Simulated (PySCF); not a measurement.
Calculation: B3LYP-D3(BJ)/def2-TZVP (PySCF). All species are isolated molecules in the gas phase. B3LYP has the VWN-RPA correlation part, as in Gaussian. Delta-SCF ions had no search for a lower state. 

Reference species (SMILES): `[SiH4]` (neutral, multiplicity 1).

```
Item                                      Result
--------------------------------------  --------
HOMO–LUMO gap                           10.52 eV
vertical ionisation energy (Delta-SCF)  12.48 eV
HOMO                                    -9.67 eV
```

Changed species: `F[SiH3]` (1 of 4 H replaced by F; the reference has 0 of 4 H replaced by F).

### Question
Predict the effect on the HOMO–LUMO gap, vertical ionisation energy (Delta-SCF) and HOMO.

### Answer
the HOMO–LUMO gap falls by 1.31 eV, to 9.21 eV; the vertical ionisation energy (Delta-SCF) increases by 0.03 eV, to 12.51 eV; the HOMO goes up by 0.07 eV, to -9.60 eV.
